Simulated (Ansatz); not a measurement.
CH₅Al, closed shell: at the start structure of a reaction step.

in.yaml

```yaml
crystal:
  periodic: [false, false, false]
  atoms:
    - {symbol: Al, position_ang: [-1.032022, 0.184256, -0.119600]}
    - {symbol: H, position_ang: [-2.079918, -0.807969, 0.548982]}
    - {symbol: C, position_ang: [0.879857, -0.145284, 0.079580]}
    - {symbol: H, position_ang: [1.179358, -0.002783, 1.124578]}
    - {symbol: H, position_ang: [-1.576535, 1.439124, -0.930504]}
    - {symbol: H, position_ang: [1.131501, -1.181292, -0.169361]}
    - {symbol: H, position_ang: [1.497861, 0.514049, -0.533676]}
basis:
  gaussian: {orbitals: STO-3G}
hamiltonian: {xc: pbe, dispersion: d4}
```

Run by:

```bash
ansatz run in.yaml --threads 2 --pin off --events-out ev --progress --plain --max-ram 4352MiB
```

The run's output (Ansatz 0.2.0):

```
Functional definition: PBE
  name "PBE"
  cite "Perdew, Burke & Ernzerhof, Phys. Rev. Lett. 77, 3865 (1996) doi:10.1103/PhysRevLett.77.3865"
  parent pbe
  parameter kappa = 0.804
  parameter beta = 0.06672455060314922
  exchange = pbe_x(kappa = kappa, mu = beta*pi^2/3)
  correlation = pbe_c(beta = beta)
224 factors; integrals over basis functions are off by at most 8.1e-5 eV
mean field evaluation 1: about -7614.9852 eV, gradient 2.4e1 eV
mean field evaluation 2: about -7615.1358 eV, gradient 2.3e1 eV
mean field evaluation 4: about -7616.8377 eV, gradient 5.4e-1 eV
mean field evaluation 8: about -7616.7779 eV, gradient 3.1e-3 eV
mean field -7616.77791523 eV, -279.9114255473 hartree, gradient 6.4e-5 eV, S^2 0.000000; 0 other end points of the search recorded, 0 dependent functions left out
reference -7616.77793440 eV, -279.9114262517 hartree; 12, 12 occupied and 7, 7 virtual orbitals, 224 factors
Total energy: -7616.85623363 eV, -279.9143036953 hartree
```

The lines “mean field evaluation” count trial sets of orbitals through the whole run, from several starts and some on an approximate energy, so they need not fall steadily or lie above the final value.

The run took about 0.3 s on 2 CPU threads of an Arm Neoverse V1 (shared host).
